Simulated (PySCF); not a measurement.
## Electron affinity of Cl by level of theory

Cl⁻ [Ar] (1S) → Cl [Ne] 3s2 3p5 (2P), as a difference of total energies. Calculation: PySCF 2.14, in aug-cc-pV(Q+d)Z; no relativity, point nucleus. Correlated levels: valence: [Ne] frozen. The calculations carry no spin-orbit coupling.

| method | electron affinity (eV) |
| --- | --- |
| UHF | 2.370 |
| MP2 (valence) | 3.723 |
| SCS-MP2 (valence) | 3.636 |
| CCSD (valence) | 3.507 |
| CCSD(T) (valence) | 3.606 |

How much does correlation contribute at CCSD(T) (valence)?

3.606 − (2.370) = 1.236 eV, measured against UHF.

A first-order spin-orbit estimate (lowest level to lowest level, LS coupling) adds -0.035 eV.

Errors of the correlated levels include the incompleteness of this basis and the frozen core.

For comparison: 3.613 eV (measured; photodetachment measurements, as compiled on the Wikipedia data page of electron affinities).
